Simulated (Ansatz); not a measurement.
# C2H3NO, SMILES N=CC=O: a rigid scan of one bond angle

Run with the Ansatz DFT code, driven from Python.

`bend_c2h3no.py`
```python
"""Bending curve of C2H3NO."""

import ansatz
from ase import Atoms

atoms = Atoms(["N", "C", "C", "O", "H", "H", "H"], positions=[
    (-0.9578, 1.0452, -0.3912),
    (-0.148, 0.5463, 0.3912),
    (0.5025, -0.7449, 0.0398),
    (0.3515, -1.3038, -0.9987),
    (-1.1022, 0.4763, -1.2534),
    (0.1396, 1.0166, 1.3526),
    (1.2756, -1.1037, 0.814),
])

# start the scan from a relaxed geometry
first = (
    ansatz.Crystal.molecule_from_ase(atoms).calculation()
    .basis(gaussian="def2-SVP")
    .functional("r2scan0")
    .relax(force_tolerance=0.02, max_steps=80)
)
atoms.positions = first.run(threads=1).report["positions_ang"]

rows = []
for angle in [85, 95, 105, 115, 125, 140, 160]:
    bent = atoms.copy()
    bent.set_angle(1, 0, 4, angle, indices=[4])
    setup = ansatz.Crystal.molecule_from_ase(bent).calculation()
    setup = setup.basis(gaussian="def2-SVP")
    setup = setup.functional("r2scan0")
    rows.append((angle, setup.run(threads=1).report["free_energy_ev"]))
floor = min(e for _, e in rows)
for angle, e in rows:
    print(f"angle C1-N0-H4 = {angle:3d} deg   {1000 * (e - floor):9.1f} meV")
```

`python bend_c2h3no.py` gives:
```text
angle C1-N0-H4 =  85 deg       567.0 meV
angle C1-N0-H4 =  95 deg       158.7 meV
angle C1-N0-H4 = 105 deg         0.0 meV
angle C1-N0-H4 = 115 deg        29.9 meV
angle C1-N0-H4 = 125 deg       194.5 meV
angle C1-N0-H4 = 140 deg       584.6 meV
angle C1-N0-H4 = 160 deg      1122.2 meV
```

The scan is rigid, and the energies are electronic, in a modest basis. The zero is the lowest point of the grid, which needn't be the minimum. Wall time of the script: 46 s on 1 thread of Arm Neoverse V1, on a shared host, peak memory 0.23 GiB.
